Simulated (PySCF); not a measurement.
# C3H6O (Propylene oxide): the cost of one run

The runs use PySCF 2.14.0, with density-fitted response routines of our own; the level of theory stands in each step. All values are computed, except where a source is named. Atoms are numbered from 0 throughout.

## 1. Starting geometry

10 atoms, charge 0, multiplicity 1; geometry from: MMFF94s. The atoms were then displaced at random by about 0.03 Å, so the start is not that level's minimum.

Bonds of the start (Å): C0–C1 1.46, C1–C2 1.46, C2–O3 1.41, O3–C1 1.51, C0–H4 1.02, C0–H5 1.07, C0–H6 1.17, C1–H7 1.09, C2–H8 1.12, C2–H9 1.08.

## 2. Geometry optimisation at PBE0-D3(BJ)/def2-SVP

Job settings and geometry (Å):

```
{"job": {"xc": "PBE0", "basis": "def2-SVP", "d3": "d3bj", "grid": 1, "shake": 0.03, "kind": "geom"}, "charge": 0, "multiplicity": 1}
C     -1.134520    -0.278840     0.269570
C     -0.009340     0.402460    -0.365490
C      1.327500    -0.121540    -0.107870
O      0.984250     1.068950     0.559210
H     -0.981790    -0.677940     1.195850
H     -1.608470    -0.965140    -0.407520
H     -1.944640     0.547300     0.406620
H     -0.145140     0.925310    -1.315710
H      1.492010    -0.993280     0.575420
H      2.144790     0.015970    -0.805670
```

Started as:

```console
OMP_NUM_THREADS=1 python probes_run.py task.json out
```

One launch serves the whole session: the jobs run in the order shown.

**Question.** How long does this first job take on 1 thread of Arm Neoverse N1, shared host, and how much memory does it need?

About 34 s, with a peak of 0.36 GiB.
